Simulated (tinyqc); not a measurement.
Ways to converge the cycle: SCF convergence aids in the sto-3g basis, for LiH+, spin multiplicity 2. Computed by the program tinyqc with PySCF. Command: `OMP_NUM_THREADS=1 python tinyqc.py 114082 114083 out.jsonl`; one thread of a shared host (Intel(R) Xeon(R) Processor @ 2.60GHz), about 1 s.

Geometry (angstrom):

| atom | x | y | z |
|---|---|---|---|
| Li | 0.0000 | 0.0000 | 0.0000 |
| H | 0.0000 | 0.0000 | 2.7070 |

lowest solution found by these runs and by PySCF with stability checks = -7.612856 hartree

UHF with one setting changed at a time; a run stops when the energy changes by less than 1e-09 hartree and the error matrix is below 1e-5. The start is the core Hamiltonian. Damping d keeps d of the old density; a shift (hartree) raises the virtual levels; DIIS n extrapolates F over n matrices.

Largest element of the error matrix X^T (FDS - SDF) X:

| iteration | plain | damping 0.3 | damping 0.6 | shift 0.4 | DIIS 3 | DIIS 8 |
|---|---|---|---|---|---|---|
| 1 | 1.2e-01 | 1.2e-01 | 1.2e-01 | 1.2e-01 | 1.2e-01 | 1.2e-01 |
| 2 | 7.8e-02 | 9.0e-02 | 1.0e-01 | 1.1e-01 | 7.8e-02 | 7.8e-02 |
| 3 | 3.6e-02 | 5.9e-02 | 8.4e-02 | 9.2e-02 | 2.5e-02 | 2.5e-02 |
| 4 | 1.5e-02 | 3.7e-02 | 6.8e-02 | 6.7e-02 | 2.3e-04 | 2.3e-04 |
| 5 | 6.6e-03 | 2.2e-02 | 5.4e-02 | 4.7e-02 | 3.6e-05 | 3.1e-05 |
| 6 | 2.8e-03 | 1.4e-02 | 4.3e-02 | 3.2e-02 | 3.9e-06 | 3.3e-06 |
| 8 | 5.2e-04 | 4.9e-03 | 2.6e-02 | 1.4e-02 | - | - |
| 10 | 9.7e-05 | 1.8e-03 | 1.6e-02 | 6.5e-03 | - | - |
| 14 | 3.3e-06 | 2.3e-04 | 5.5e-03 | 1.3e-03 | - | - |
| 20 | - | 1.1e-05 | 1.2e-03 | 1.2e-04 | - | - |
| 30 | - | - | 8.8e-05 | - | - | - |

How each run ends:

| run | iterations | E (hartree) | state |
|---|---|---|---|
| plain | 14 | -7.61286 | lowest found |
| damping 0.3 | 22 | -7.61286 | lowest found |
| damping 0.6 | 42 | -7.61286 | lowest found |
| shift 0.4 | 27 | -7.61286 | lowest found |
| DIIS 3 | 7 | -7.61286 | lowest found |
| DIIS 8 | 7 | -7.61286 | lowest found |

6 of 6 runs reach the lowest solution found, in 7 to 42 iterations (fastest: DIIS 3, DIIS 8). Plain steps already contract here, so damping only slows them. DIIS 3 and DIIS 8 gain by cancelling the error over several earlier matrices, much as a quasi-Newton step does.
